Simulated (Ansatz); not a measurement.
# CHAlO (singlet): the correlation ladder, cc-pVDZ

Aim: climb from Hartree-Fock through coupled cluster and multireference methods for CHAlO (singlet) at one geometry and basis, and see what each rung misses.

Computed with Ansatz 0.2.0, Gaussian basis. Level: cc-pVDZ, core rule «outside noble gas», up to 7 orbitals frozen.

To be run: UHF; CCSD(T) on RHF; CCSD(T) on UHF; BCCD(T) on RHF; CISD; CCSDT(Q) on RHF; CCSDT(Q) on UHF; CASSCF and MRCISD+Q, 8 electrons in 8 orbitals; CASSCF and NEVPT2, 8 electrons in 8 orbitals.

17 further runs of the same task are left out: 7 that didn't finish, 10 set aside as unsound or not needed.

### 1 The system

The geometry is a PBE0/def2-TZVP stationary point (not a proven minimum).

4 atoms, charge 0, spin multiplicity 1.

Atoms are counted from 1 here; the program's logs count them from 0.

Bond lengths: Al1–C2 2.203 Å, Al1–H4 1.641 Å, C2–O3 1.130 Å. Angles: C2–Al1–H4 84.1°, Al1–C2–O3 160.0°.

### 2 UHF

in.yaml reads:

```yaml
crystal:
  periodic: [false, false, false]
  atoms:
    - {symbol: Al, position_ang: [0.000000, -0.113080, 1.406118]}
    - {symbol: C, position_ang: [0.000000, 0.189159, -0.775794]}
    - {symbol: O, position_ang: [0.000000, -0.047504, -1.881062]}
    - {symbol: H, position_ang: [0.000000, 1.527034, 1.462841]}
basis:
  gaussian: {orbitals: cc-pVDZ}
magnetization: {spin_polarized: true, initial_magnetization: 0}
hamiltonian: {xc: hf}
output: {orbitals: {seedname: orbitals}}
```

Run with:

```bash
> ansatz run in.yaml --threads 1 --pin off --events-out ev --progress --plain --max-ram 2393MiB
```

The runs that follow: CCSD(T) on RHF; CCSD(T) on UHF; BCCD(T) on RHF; CISD; CCSDT(Q) on RHF; CCSDT(Q) on UHF; CASSCF and MRCISD+Q, 8 electrons in 8 orbitals; CASSCF and NEVPT2, 8 electrons in 8 orbitals.

Q: Predict the results of all the runs planned. Wanted: RCCSDT(Q) below the RHF energy; RMP2 from RCCSDT(Q); UMP2 from RCCSDT(Q); RCCSD from RCCSDT(Q); RCCSD(T) from RCCSDT(Q); UCCSD(T) from RCCSDT(Q); UCCSDT(Q) from RCCSDT(Q); MRCISD+Q frontier from RCCSDT(Q); T1 diagnostic.

**Answer**, as computed:

```
                         quantity                      value
   RCCSDT(Q) below the RHF energy                -10.7074 eV
              RMP2 from RCCSDT(Q)                +1106.9 meV
              UMP2 from RCCSDT(Q)                +1251.9 meV
             RCCSD from RCCSDT(Q)                 +455.3 meV
          RCCSD(T) from RCCSDT(Q)                  +66.4 meV
          UCCSD(T) from RCCSDT(Q)                  +70.6 meV
         UCCSDT(Q) from RCCSDT(Q)                   -0.2 meV
 MRCISD+Q frontier from RCCSDT(Q)                  +92.7 meV
levels within 1 kcal/mol (43 meV)  RCCSDT, UCCSDT, UCCSDT(Q)
                    T1 diagnostic                      0.020
```

What this shows: RCCSD(T) misses by +66.4 meV, 0.6 % of the correlation energy. These misses are within one basis, not against nature.
